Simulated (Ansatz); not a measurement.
A made-up structure of C2H4N, doublet:

```xyz
7
angstrom
C 1.4375 -0.4955 0.4928
C 0.2089 -0.5038 0.4018
N -0.6950 0.3882 -0.3519
H -1.3509 0.8345 0.2893
H -0.1720 1.1034 -0.8572
H -1.2477 -0.1597 -1.0112
H 1.8836 -1.2420 1.0989
```

It is relaxed with PBE-D4/def2-SVP and then PBE0-D4/def2-TZVP (Ansatz 0.2.0). Atoms count as bonded within 1.22 times the sum of their covalent radii (H–H: 0.88 Å). The end point is not checked to be a true minimum.

Task: Does its bonding change? (Judge from chemistry; the calculation decides.)

Result: The calculation gives: No: no bond forms or breaks.

Where it ends: The first stage lowers the energy by 0.46 eV in 8 steps. It ends as C₂H₄N ([CH][C][NH3]):
```json
{"atom": "C1", "x (Å)": "1.3175", "y (Å)": "-0.5366", "z (Å)": "0.5142"}
{"atom": "C2", "x (Å)": "0.0395", "y (Å)": "-0.6488", "z (Å)": "0.4985"}
{"atom": "N3", "x (Å)": "-0.7092", "y (Å)": "0.3794", "z (Å)": "-0.3463"}
{"atom": "H4", "x (Å)": "-1.3591", "y (Å)": "0.9015", "z (Å)": "0.2388"}
{"atom": "H5", "x (Å)": "-0.0530", "y (Å)": "1.0328", "z (Å)": "-0.7939"}
{"atom": "H6", "x (Å)": "-1.2563", "y (Å)": "-0.0937", "z (Å)": "-1.0633"}
{"atom": "H7", "x (Å)": "2.0851", "y (Å)": "-1.1096", "z (Å)": "1.0145"}
```

Labels in which every atom is bracketed show which atoms are joined, not bond orders.

For scale, one of the runs: PBE0-D4/def2-TZVP relaxation, 117 basis functions, launched by `ansatz run in.yaml --threads 2 --pin off --events-out ev --progress --plain --max-ram 4352MiB`. The run took about 9 s on 2 CPU threads of an Intel Xeon 6975P-C (shared host).
